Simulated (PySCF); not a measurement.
Scan of HF₂ (anion, charge -1), singlet: collinear F-H-F surface. Scanned: F-H distance and H-F distance.

Cartesian coordinates as functions of the variables (Å; names that start with a are angles):
```
F  0  0  -r1
H  0  0  0
F  0  0  r2
```

Method: CCSD on RHF/cc-pVTZ, 2 core orbitals frozen (PySCF).

Energy in kcal/mol above the lowest grid point; x is the F-H distance (Å), y the H-F distance (Å).

```csv
y \ x,0.81,0.87,0.95,1.03,1.11,1.21,1.31,1.42,1.57,1.76,1.99,2.33,2.75
2.75,47.0,37.5,35.7,41.2,50.6,64.9,80.1,96.3,116.6,138.3,158.8,179.9,195.4
2.33,40.3,30.4,28.0,32.8,41.6,55.1,69.4,84.8,104.0,124.6,144.2,164.6,179.9
1.99,33.7,23.0,19.6,23.5,31.3,43.5,56.6,70.7,88.3,107.2,125.2,144.2,158.8
1.76,29.2,17.7,13.1,15.8,22.4,33.3,45.0,57.7,73.6,90.8,107.2,124.6,138.3
1.57,26.8,14.1,7.9,9.0,14.1,23.1,33.3,44.4,58.4,73.6,88.3,104.0,116.6
1.42,27.4,13.0,4.8,4.0,7.3,14.4,22.8,32.3,44.4,57.7,70.7,84.8,96.3
1.31,30.6,14.5,4.1,1.4,3.0,8.1,14.9,22.8,33.3,45.0,56.6,69.4,80.1
1.21,37.3,19.0,5.9,0.7,0.2,3.2,8.1,14.4,23.1,33.3,43.5,55.1,64.9
1.11,49.9,28.3,11.5,3.2,0.0,0.2,3.0,7.3,14.1,22.4,31.3,41.6,50.6
1.03,66.6,41.5,20.6,9.0,3.2,0.7,1.4,4.0,9.0,15.8,23.5,32.8,41.2
0.95,92.1,62.3,36.3,20.6,11.5,5.9,4.1,4.8,7.9,13.1,19.6,28.0,35.7
0.87,130.8,94.9,62.3,41.5,28.3,19.0,14.5,13.0,14.1,17.7,23.0,30.4,37.5
0.81,172.5,130.8,92.1,66.6,49.9,37.3,30.6,27.4,26.8,29.2,33.7,40.3,47.0
```

Points that lie below all their neighbours on the grid: x = 1.11, y = 1.11 (0.0 kcal/mol).
